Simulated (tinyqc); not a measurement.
UKS/PBE0 in the sto-6g basis, for OH+, spin multiplicity 3, step by step (part 1 of 2). Computed by tinyqc, a small Python program that keeps every step (integrals from PySCF). Settings: charge = 1, multiplicity = 3, basis = sto-6g, energy threshold = 1e-08, iteration cap = 87, orthogonalisation = symmetric, start = core, DIIS depth = 6, method = UKS, functional = pbe0, grid = [15, 14]. Command: `OMP_NUM_THREADS=1 python tinyqc.py 30033 30034 out.jsonl` (the two numbers bound the seeds that draw the settings). One thread of a shared host (Intel(R) Xeon(R) Processor @ 2.60GHz), about 3 s of CPU time with the checks. Later iterations appear only in the table of the cycle.

## One-electron integrals

Geometry (angstrom):
```
atom       x       y       z
O     0.0000  0.0000  0.0000
H     0.0000  0.0000  1.3100
```

Basis sto-6g: exponents (1/bohr^2) and contraction coefficients of normalised primitives:
```
element  l (shell)   exponent  coefficient
O            s (1)  1355.5842       0.0092
O            s (1)   248.5449       0.0494
O            s (1)    69.5339       0.1685
O            s (1)    23.8868       0.3706
O            s (1)     9.2759       0.4165
O            s (1)     3.8203       0.1303
O            s (2)    52.1878      -0.0133
O            s (2)    10.3293      -0.0470
O            s (2)     3.2103      -0.0338
O            s (2)     1.2351       0.2502
O            s (2)     0.5364       0.5951
O            s (2)     0.2459       0.2407
O            p (3)    52.1878       0.0038
O            p (3)    10.3293       0.0377
O            p (3)     3.2103       0.1739
O            p (3)     1.2351       0.4180
O            p (3)     0.5364       0.4259
O            p (3)     0.2459       0.1017
H            s (1)    35.5232       0.0092
H            s (1)     6.5131       0.0494
H            s (1)     1.8221       0.1685
H            s (1)     0.6260       0.3706
H            s (1)     0.2431       0.4165
H            s (1)     0.1001       0.1303
```

Overlap, kinetic and nuclear-attraction integrals over the contracted functions; the nuclear repulsion is the sum of Za Zb / Rab.

nuclear repulsion = 3.231617 hartree

overlap S, lower triangle:
```
         1O 1s   1O 2s  1O 2px  1O 2py  1O 2pz   2H 1s
1O 1s   1.0000
1O 2s   0.2311  1.0000
1O 2px  0.0000  0.0000  1.0000
1O 2py  0.0000  0.0000  0.0000  1.0000
1O 2pz  0.0000  0.0000  0.0000  0.0000  1.0000
2H 1s   0.0245  0.2791  0.0000  0.0000  0.2611  1.0000
```

kinetic energy T (hartree), lower triangle:
```
          1O 1s   1O 2s  1O 2px  1O 2py  1O 2pz   2H 1s
1O 1s   29.3272
1O 2s   -0.8960  0.8426
1O 2px   0.0000  0.0000  2.5313
1O 2py   0.0000  0.0000  0.0000  2.5313
1O 2pz   0.0000  0.0000  0.0000  0.0000  2.5313
2H 1s   -0.0063  0.0171  0.0000  0.0000  0.0883  0.7685
```

nuclear attraction V (hartree), lower triangle:
```
           1O 1s    1O 2s   1O 2px   1O 2py   1O 2pz    2H 1s
1O 1s   -61.6623
1O 2s    -6.2447  -9.4037
1O 2px    0.0000   0.0000  -9.3844
1O 2py    0.0000   0.0000   0.0000  -9.3844
1O 2pz   -0.0088  -0.1037   0.0000   0.0000  -9.4412
2H 1s    -0.7572  -1.8922   0.0000   0.0000  -1.5651  -4.4428
```

core Hamiltonian H = T + V (hartree), lower triangle:
```
           1O 1s    1O 2s   1O 2px   1O 2py   1O 2pz    2H 1s
1O 1s   -32.3351
1O 2s    -7.1407  -8.5611
1O 2px    0.0000   0.0000  -6.8531
1O 2py    0.0000   0.0000   0.0000  -6.8531
1O 2pz   -0.0088  -0.1037   0.0000   0.0000  -6.9099
2H 1s    -0.7635  -1.8751   0.0000   0.0000  -1.4767  -3.6743
```

## Two-electron integrals

Functions are numbered as in S; the eight-fold symmetry (ij|kl) = (ji|kl) = (kl|ij) leaves the list below.

Two-electron integrals (ij|kl) in chemists' order, unique and non-zero (hartree):
```
(11|11) 4.7875   (21|11) 0.6759   (21|21) 0.1215   (22|11) 1.1174
(22|21) 0.2492   (22|22) 0.8174   (31|31) 0.0258   (32|31) 0.0391
(32|32) 0.1807   (33|11) 1.1174   (33|21) 0.2492   (33|22) 0.8174
(33|33) 0.8807   (41|41) 0.0258   (42|41) 0.0391   (42|42) 0.1807
(43|43) 0.0475   (44|11) 1.1174   (44|21) 0.2492   (44|22) 0.8174
(44|33) 0.7857   (44|44) 0.8807   (51|51) 0.0258   (52|51) 0.0391
(52|52) 0.1807   (53|53) 0.0475   (54|54) 0.0475   (55|11) 1.1174
(55|21) 0.2492   (55|22) 0.8174   (55|33) 0.7857   (55|44) 0.7857
(55|55) 0.8807   (61|11) 0.0762   (61|21) 0.0131   (61|22) 0.0264
(61|33) 0.0264   (61|44) 0.0264   (61|51) 0.0006   (61|52) 0.0013
(61|55) 0.0265   (61|61) 0.0014   (62|11) 0.2122   (62|21) 0.0481
(62|22) 0.1783   (62|33) 0.1752   (62|44) 0.1752   (62|51) 0.0039
(62|52) 0.0302   (62|55) 0.1845   (62|61) 0.0053   (62|62) 0.0516
(63|31) 0.0050   (63|32) 0.0292   (63|53) 0.0060   (63|63) 0.0067
(64|41) 0.0050   (64|42) 0.0292   (64|54) 0.0060   (64|64) 0.0067
(65|11) 0.1663   (65|21) 0.0382   (65|22) 0.1508   (65|33) 0.1443
(65|44) 0.1443   (65|51) 0.0076   (65|52) 0.0524   (65|55) 0.1636
(65|61) 0.0043   (65|62) 0.0530   (65|65) 0.0604   (66|11) 0.4003
(66|21) 0.0924   (66|22) 0.3935   (66|33) 0.3798   (66|44) 0.3798
(66|51) 0.0082   (66|52) 0.0907   (66|55) 0.4209   (66|61) 0.0101
(66|62) 0.1552   (66|65) 0.1809   (66|66) 0.7750
```

## Orthogonalisation

S = U s U^T; symmetric (Loewdin) form X = U s^(-1/2) U^T, so that X^T S X = 1.

eigenvalues of S: 0.5863  0.8472  1.0000  1.0000  1.1329  1.4336

X, lower triangle:
```
          1O 1s    1O 2s  1O 2px  1O 2py   1O 2pz   2H 1s
1O 1s    1.0213
1O 2s   -0.1234   1.0552
1O 2px   0.0000   0.0000  1.0000
1O 2py   0.0000   0.0000  0.0000  1.0000
1O 2pz  -0.0034   0.0314  0.0000  0.0000   1.0287
2H 1s    0.0142  -0.1571  0.0000  0.0000  -0.1442  1.0619
```

## Starting guess

The start is the orbitals of the core Hamiltonian; D(s) = C_occ C_occ^T for each spin.

D(alpha) at the start, lower triangle:
```
          1O 1s    1O 2s  1O 2px  1O 2py   1O 2pz   2H 1s
1O 1s    1.0580
1O 2s   -0.2537   1.1075
1O 2px   0.0000   0.0000  1.0000
1O 2py   0.0000   0.0000  0.0000  1.0000
1O 2pz  -0.0090   0.0509  0.0000  0.0000   1.0499
2H 1s    0.0255  -0.1067  0.0000  0.0000  -0.1204  0.0230
```

D(beta) at the start, lower triangle:
```
          1O 1s    1O 2s  1O 2px  1O 2py   1O 2pz   2H 1s
1O 1s    1.0580
1O 2s   -0.2537   1.1075
1O 2px   0.0000   0.0000  0.0000
1O 2py   0.0000   0.0000  0.0000  0.0000
1O 2pz  -0.0090   0.0509  0.0000  0.0000   1.0499
2H 1s    0.0255  -0.1067  0.0000  0.0000  -0.1204  0.0230
```

## Iteration 1: exchange-correlation on the grid

Becke grid with 15 radial and 14 angular points per atom, points of zero weight dropped. rho = sum D_ij phi_i phi_j; V_xc,ij = sum w v_xc phi_i phi_j plus the gradient terms; v_xc is d(rho eps)/d rho(s) for spin s at fixed gradient. Exact exchange is left to K.

The 8 grid points with the largest w rho, of 411 (bohr, atomic units):
```
x              y        z       w  rho(alpha)  rho(beta)   eps_xc  v_xc(alpha)
0.0000    0.0000  -0.9000  0.2450      0.3516     0.3516  -0.5605      -0.7251
0.0000    0.0000   0.9000  0.2352      0.3610     0.3610  -0.5655      -0.7295
0.0000    0.0000  -1.3152  0.6852      0.1165     0.1165  -0.4074      -0.4920
0.5196    0.5196   0.5196  0.2746      0.3584     0.1856  -0.5287      -0.7159
0.5196   -0.5196   0.5196  0.2746      0.3584     0.1856  -0.5287      -0.7159
-0.5196   0.5196   0.5196  0.2746      0.3584     0.1856  -0.5287      -0.7159
-0.5196  -0.5196   0.5196  0.2746      0.3584     0.1856  -0.5287      -0.7159
-0.5196  -0.5196  -0.5196  0.2756      0.3488     0.1760  -0.5235      -0.7095
```

electrons on the grid, sum of w rho = 7.9889

E_xc = sum of w rho eps_xc = -6.517634 hartree

V_xc(alpha) (hartree), lower triangle:
```
          1O 1s    1O 2s   1O 2px   1O 2py   1O 2pz    2H 1s
1O 1s   -2.3396
1O 2s   -0.2889  -0.6278
1O 2px   0.0000   0.0000  -0.6277
1O 2py   0.0000   0.0000   0.0000  -0.6277
1O 2pz  -0.0007   0.0004   0.0000   0.0000  -0.6280
2H 1s   -0.0338  -0.1151   0.0000   0.0000  -0.0867  -0.1508
```

V_xc(beta) (hartree), lower triangle:
```
          1O 1s    1O 2s   1O 2px   1O 2py   1O 2pz    2H 1s
1O 1s   -2.3138
1O 2s   -0.2715  -0.5318
1O 2px   0.0000   0.0000  -0.5030
1O 2py   0.0000   0.0000   0.0000  -0.5030
1O 2pz  -0.0007   0.0000   0.0000   0.0000  -0.5894
2H 1s   -0.0322  -0.1008   0.0000   0.0000  -0.0812  -0.1388
```

## Iteration 1: building the Kohn-Sham matrix

J_ij = sum D_kl (ij|kl) with D = D(alpha) + D(beta), K_ij = sum D_kl (ik|jl) for each spin; F = H + J - 0.25 K(s) + V_xc; E = tr D H + tr D J / 2 - 0.125 sum_s tr D(s) K(s) + E_xc + E_nn.

Coulomb J (hartree), lower triangle:
```
          1O 1s   1O 2s  1O 2px  1O 2py  1O 2pz   2H 1s
1O 1s   16.3564
1O 2s    2.8473  7.1453
1O 2px   0.0000  0.0000  7.1143
1O 2py   0.0000  0.0000  0.0000  7.1143
1O 2pz   0.0022  0.0016  0.0000  0.0000  7.2073
2H 1s    0.3115  1.4989  0.0000  0.0000  1.2470  3.1698
```

exchange K(alpha) (hartree), lower triangle:
```
         1O 1s   1O 2s  1O 2px  1O 2py  1O 2pz   2H 1s
1O 1s   4.9365
1O 2s   0.7935  1.4167
1O 2px  0.0000  0.0000  1.1782
1O 2py  0.0000  0.0000  0.0000  1.1782
1O 2pz  0.0004  0.0027  0.0000  0.0000  1.1782
2H 1s   0.0938  0.2560  0.0000  0.0000  0.1597  0.0798
```

exchange K(beta) (hartree), lower triangle:
```
         1O 1s   1O 2s  1O 2px  1O 2py  1O 2pz   2H 1s
1O 1s   4.8850
1O 2s   0.7153  1.0554
1O 2px  0.0000  0.0000  0.2500
1O 2py  0.0000  0.0000  0.0000  0.2500
1O 2pz  0.0004  0.0027  0.0000  0.0000  1.0833
2H 1s   0.0839  0.1976  0.0000  0.0000  0.1476  0.0664
```

F(alpha) (hartree), lower triangle:
```
           1O 1s    1O 2s   1O 2px   1O 2py   1O 2pz    2H 1s
1O 1s   -19.5524
1O 2s    -4.7806  -2.3978
1O 2px    0.0000   0.0000  -0.6610
1O 2py    0.0000   0.0000   0.0000  -0.6610
1O 2pz   -0.0073  -0.1023   0.0000   0.0000  -0.6251
2H 1s    -0.5093  -0.5553   0.0000   0.0000  -0.3564  -0.6753
```

F(beta) (hartree), lower triangle:
```
           1O 1s    1O 2s   1O 2px   1O 2py   1O 2pz    2H 1s
1O 1s   -19.5137
1O 2s    -4.7437  -2.2115
1O 2px    0.0000   0.0000  -0.3043
1O 2py    0.0000   0.0000   0.0000  -0.3043
1O 2pz   -0.0074  -0.1028   0.0000   0.0000  -0.5628
2H 1s    -0.5052  -0.5265   0.0000   0.0000  -0.3479  -0.6599
```

total energy of this density = -74.591127 hartree

## Iteration 1: diagonalisation and new density

Diagonalise F' = X^T F X, C = X C', fill 5 alpha and 3 beta electrons from the bottom; D(s) = C_occ C_occ^T. Each column has its largest component positive (the first on a tie).

F' = X^T F X (alpha) (hartree), lower triangle:
```
          1        2        3        4        5        6
1  -19.2401
2   -2.3841  -1.5789
3    0.0000   0.0000  -0.6610
4    0.0000   0.0000   0.0000  -0.6610
5   -0.0094  -0.0606   0.0000   0.0000  -0.5734
6   -0.0431  -0.1892   0.0000   0.0000  -0.2039  -0.5419
```

orbital energies (alpha) (hartree): MO1 -19.5565, MO2 -1.3215, MO3 -0.7135, MO4 -0.6610, MO5 -0.6610, MO6 -0.3428

coefficients C (alpha):
```
            MO1      MO2      MO3      MO4     MO5      MO6
1O 1s    0.9963  -0.2427   0.0745   0.0000  0.0000   0.0389
1O 2s    0.0159   0.9773  -0.3659   0.0000  0.0000  -0.2551
1O 2px   0.0000   0.0000   0.0000  -0.5880  0.8089   0.0000
1O 2py   0.0000   0.0000   0.0000   0.8089  0.5880   0.0000
1O 2pz   0.0012   0.1428   0.6789   0.0000  0.0000  -0.7738
2H 1s   -0.0029   0.1055   0.5697   0.0000  0.0000   0.9152
```

F' = X^T F X (beta) (hartree), lower triangle:
```
          1        2        3        4        5        6
1  -19.2062
2   -2.3725  -1.3895
3    0.0000   0.0000  -0.3043
4    0.0000   0.0000   0.0000  -0.3043
5   -0.0092  -0.0587   0.0000   0.0000  -0.5098
6   -0.0441  -0.1888   0.0000   0.0000  -0.2053  -0.5309
```

orbital energies (beta) (hartree): MO1 -19.5169, MO2 -1.1552, MO3 -0.6594, MO4 -0.3048, MO5 -0.3043, MO6 -0.3043

coefficients C (beta):
```
            MO1      MO2      MO3      MO4      MO5     MO6
1O 1s    0.9967  -0.2332   0.0953   0.0406   0.0000  0.0000
1O 2s    0.0141   0.9369  -0.4571  -0.2595   0.0000  0.0000
1O 2px   0.0000   0.0000   0.0000   0.0000  -0.4521  0.8920
1O 2py   0.0000   0.0000   0.0000   0.0000   0.8920  0.4521
1O 2pz   0.0011   0.1736   0.6237  -0.8129   0.0000  0.0000
2H 1s   -0.0026   0.1778   0.6062   0.8799   0.0000  0.0000
```

D(alpha) after iteration 1, lower triangle:
```
          1O 1s    1O 2s  1O 2px  1O 2py  1O 2pz   2H 1s
1O 1s    1.0570
1O 2s   -0.2486   1.0893
1O 2px   0.0000   0.0000  1.0000
1O 2py   0.0000   0.0000  0.0000  1.0000
1O 2pz   0.0171  -0.1089  0.0000  0.0000  0.4813
2H 1s    0.0140  -0.1054  0.0000  0.0000  0.4018  0.3357
```

D(beta) after iteration 1, lower triangle:
```
          1O 1s    1O 2s  1O 2px  1O 2py  1O 2pz   2H 1s
1O 1s    1.0569
1O 2s   -0.2480   1.0870
1O 2px   0.0000   0.0000  0.0000
1O 2py   0.0000   0.0000  0.0000  0.0000
1O 2pz   0.0201  -0.1225  0.0000  0.0000  0.4191
2H 1s    0.0138  -0.1106  0.0000  0.0000  0.4089  0.3991
```

Within a degenerate level the vectors are fixed only up to a rotation; this is one choice.

## Iteration 2: exchange-correlation on the grid

As before.

The 8 grid points with the largest w rho, of 411 (bohr, atomic units):
```
x              y        z       w  rho(alpha)  rho(beta)   eps_xc  v_xc(alpha)
-0.5196  -0.5196  -0.5196  0.2756      0.3204     0.1443  -0.5064      -0.6878
-0.5196   0.5196  -0.5196  0.2756      0.3204     0.1443  -0.5064      -0.6878
0.5196   -0.5196  -0.5196  0.2756      0.3204     0.1443  -0.5064      -0.6878
0.5196    0.5196  -0.5196  0.2756      0.3204     0.1443  -0.5064      -0.6878
-0.7593  -0.7593  -0.7593  0.7709      0.1060     0.0479  -0.3703      -0.4608
-0.7593   0.7593  -0.7593  0.7709      0.1060     0.0479  -0.3703      -0.4608
0.7593   -0.7593  -0.7593  0.7709      0.1060     0.0479  -0.3703      -0.4608
0.7593    0.7593  -0.7593  0.7709      0.1060     0.0479  -0.3703      -0.4608
```

electrons on the grid, sum of w rho = 7.9824

E_xc = sum of w rho eps_xc = -6.180685 hartree

V_xc(alpha) (hartree), lower triangle:
```
          1O 1s    1O 2s   1O 2px   1O 2py   1O 2pz    2H 1s
1O 1s   -2.3329
1O 2s   -0.2824  -0.6047
1O 2px   0.0000   0.0000  -0.6122
1O 2py   0.0000   0.0000   0.0000  -0.6122
1O 2pz   0.0010   0.0016   0.0000   0.0000  -0.5896
2H 1s   -0.0331  -0.1253   0.0000   0.0000  -0.1060  -0.3299
```

V_xc(beta) (hartree), lower triangle:
```
          1O 1s    1O 2s   1O 2px   1O 2py   1O 2pz    2H 1s
1O 1s   -2.3054
1O 2s   -0.2654  -0.5036
1O 2px   0.0000   0.0000  -0.4833
1O 2py   0.0000   0.0000   0.0000  -0.4833
1O 2pz   0.0011   0.0039   0.0000   0.0000  -0.5444
2H 1s   -0.0315  -0.1114   0.0000   0.0000  -0.1018  -0.3354
```

## Iteration 2: building the Kohn-Sham matrix

As before.

Coulomb J (hartree), lower triangle:
```
          1O 1s   1O 2s  1O 2px  1O 2py  1O 2pz   2H 1s
1O 1s   15.5980
1O 2s    2.6831  6.7222
1O 2px   0.0000  0.0000  6.7062
1O 2py   0.0000  0.0000  0.0000  6.7062
1O 2pz   0.0004  0.0580  0.0000  0.0000  6.7542
2H 1s    0.2940  1.4694  0.0000  0.0000  1.2623  3.5043
```

exchange K(alpha) (hartree), lower triangle:
```
         1O 1s    1O 2s  1O 2px  1O 2py  1O 2pz   2H 1s
1O 1s   4.9211
1O 2s   0.7742   1.3485
1O 2px  0.0000   0.0000  1.1566
1O 2py  0.0000   0.0000  0.0000  1.1566
1O 2pz  0.0015  -0.0093  0.0000  0.0000  0.8642
2H 1s   0.0926   0.3184  0.0000  0.0000  0.3371  0.4594
```

exchange K(beta) (hartree), lower triangle:
```
         1O 1s    1O 2s  1O 2px  1O 2py  1O 2pz   2H 1s
1O 1s   4.8678
1O 2s   0.6935   0.9762
1O 2px  0.0000   0.0000  0.2254
1O 2py  0.0000   0.0000  0.0000  0.2254
1O 2pz  0.0013  -0.0178  0.0000  0.0000  0.7198
2H 1s   0.0822   0.2626  0.0000  0.0000  0.3258  0.4908
```

F(alpha) (hartree), lower triangle:
```
           1O 1s    1O 2s   1O 2px   1O 2py   1O 2pz    2H 1s
1O 1s   -20.3002
1O 2s    -4.9336  -2.7807
1O 2px    0.0000   0.0000  -1.0483
1O 2py    0.0000   0.0000   0.0000  -1.0483
1O 2pz   -0.0077  -0.0418   0.0000   0.0000  -0.9613
2H 1s    -0.5258  -0.6106   0.0000   0.0000  -0.4046  -0.6147
```

F(beta) (hartree), lower triangle:
```
           1O 1s    1O 2s   1O 2px   1O 2py   1O 2pz    2H 1s
1O 1s   -20.2594
1O 2s    -4.8964  -2.5866
1O 2px    0.0000   0.0000  -0.6866
1O 2py    0.0000   0.0000   0.0000  -0.6866
1O 2pz   -0.0076  -0.0373   0.0000   0.0000  -0.8800
2H 1s    -0.5216  -0.5828   0.0000   0.0000  -0.3977  -0.6281
```

total energy of this density = -74.839515 hartree

## Iteration 2: DIIS over 2 matrices

error matrix X^T (FDS - SDF) X (alpha):
```
         1        2       3       4        5        6
1   0.0000  -0.0006  0.0000  0.0000   0.0002   0.0036
2   0.0006   0.0000  0.0000  0.0000  -0.0308   0.0028
3   0.0000   0.0000  0.0000  0.0000   0.0000   0.0000
4   0.0000   0.0000  0.0000  0.0000   0.0000   0.0000
5  -0.0002   0.0308  0.0000  0.0000   0.0000  -0.1992
6  -0.0036  -0.0028  0.0000  0.0000   0.1992   0.0000
```

B (overlaps of the stored error matrices):
```
                1               2
1   2.5189099e-01  -1.5034904e-01
2  -1.5034904e-01   1.4757504e-01
```

Minimise |sum c_i e_i|^2 with sum c_i = 1: solve [B -1; -1 0][c; lambda] = [0; -1] with B_ij = tr e_i^T e_j summed over both spins, and take F = sum c_i F_i.

DIIS coefficients: 0.4255  0.5745

extrapolated F(alpha) (hartree), lower triangle:
```
           1O 1s    1O 2s   1O 2px   1O 2py   1O 2pz    2H 1s
1O 1s   -19.9820
1O 2s    -4.8685  -2.6178
1O 2px    0.0000   0.0000  -0.8835
1O 2py    0.0000   0.0000   0.0000  -0.8835
1O 2pz   -0.0076  -0.0676   0.0000   0.0000  -0.8182
2H 1s    -0.5188  -0.5871   0.0000   0.0000  -0.3841  -0.6405
```

extrapolated F(beta) (hartree), lower triangle:
```
           1O 1s    1O 2s   1O 2px   1O 2py   1O 2pz    2H 1s
1O 1s   -19.9421
1O 2s    -4.8314  -2.4270
1O 2px    0.0000   0.0000  -0.5239
1O 2py    0.0000   0.0000   0.0000  -0.5239
1O 2pz   -0.0075  -0.0652   0.0000   0.0000  -0.7450
2H 1s    -0.5146  -0.5588   0.0000   0.0000  -0.3765  -0.6416
```

## Iteration 2: diagonalisation and new density

As before.

F' = X^T F X (alpha) (hartree), lower triangle:
```
          1        2        3        4        5        6
1  -19.6695
2   -2.3973  -1.7941
3    0.0000   0.0000  -0.8835
4    0.0000   0.0000   0.0000  -0.8835
5   -0.0135  -0.0256   0.0000   0.0000  -0.7665
6   -0.0441  -0.2021   0.0000   0.0000  -0.2179  -0.4914
```

orbital energies (alpha) (hartree): MO1 -19.9857, MO2 -1.5209, MO3 -0.8835, MO4 -0.8835, MO5 -0.8667, MO6 -0.3482

coefficients C (alpha):
```
            MO1      MO2      MO3     MO4      MO5      MO6
1O 1s    0.9965  -0.2476   0.0000  0.0000   0.0442   0.0477
1O 2s    0.0151   1.0067   0.0000  0.0000  -0.2200  -0.3038
1O 2px   0.0000   0.0000  -0.5524  0.8336   0.0000   0.0000
1O 2py   0.0000   0.0000   0.8336  0.5524   0.0000   0.0000
1O 2pz   0.0011   0.0932   0.0000  0.0000   0.8467  -0.5953
2H 1s   -0.0027   0.0492   0.0000  0.0000   0.3521   1.0232
```

F' = X^T F X (beta) (hartree), lower triangle:
```
          1        2        3        4        5        6
1  -19.6343
2   -2.3863  -1.5998
3    0.0000   0.0000  -0.5239
4    0.0000   0.0000   0.0000  -0.5239
5   -0.0137  -0.0202   0.0000   0.0000  -0.6913
6   -0.0451  -0.2009   0.0000   0.0000  -0.2199  -0.4981
```

orbital energies (beta) (hartree): MO1 -19.9450, MO2 -1.3416, MO3 -0.8072, MO4 -0.5239, MO5 -0.5239, MO6 -0.3296

coefficients C (beta):
```
            MO1      MO2      MO3      MO4     MO5      MO6
1O 1s    0.9969  -0.2423   0.0574   0.0000  0.0000   0.0521
1O 2s    0.0133   0.9862  -0.2814   0.0000  0.0000  -0.3200
1O 2px   0.0000   0.0000   0.0000  -0.3379  0.9412   0.0000
1O 2py   0.0000   0.0000   0.0000   0.9412  0.3379   0.0000
1O 2pz   0.0010   0.1090   0.8048   0.0000  0.0000  -0.6484
2H 1s   -0.0024   0.0972   0.4101   0.0000  0.0000   0.9979
```

D(alpha) after iteration 2, lower triangle:
```
          1O 1s    1O 2s  1O 2px  1O 2py  1O 2pz   2H 1s
1O 1s    1.0563
1O 2s   -0.2440   1.0620
1O 2px   0.0000   0.0000  1.0000
1O 2py   0.0000   0.0000  0.0000  1.0000
1O 2pz   0.0155  -0.0924  0.0000  0.0000  0.7256
2H 1s    0.0007  -0.0280  0.0000  0.0000  0.3027  0.1264
```

D(beta) after iteration 2, lower triangle:
```
          1O 1s    1O 2s  1O 2px  1O 2py  1O 2pz   2H 1s
1O 1s    1.0558
1O 2s   -0.2418   1.0519
1O 2px   0.0000   0.0000  0.0000
1O 2py   0.0000   0.0000  0.0000  0.0000
1O 2pz   0.0208  -0.1190  0.0000  0.0000  0.6596
2H 1s   -0.0024  -0.0196  0.0000  0.0000  0.3406  0.1776
```

Within a degenerate level the vectors are fixed only up to a rotation; this is one choice.
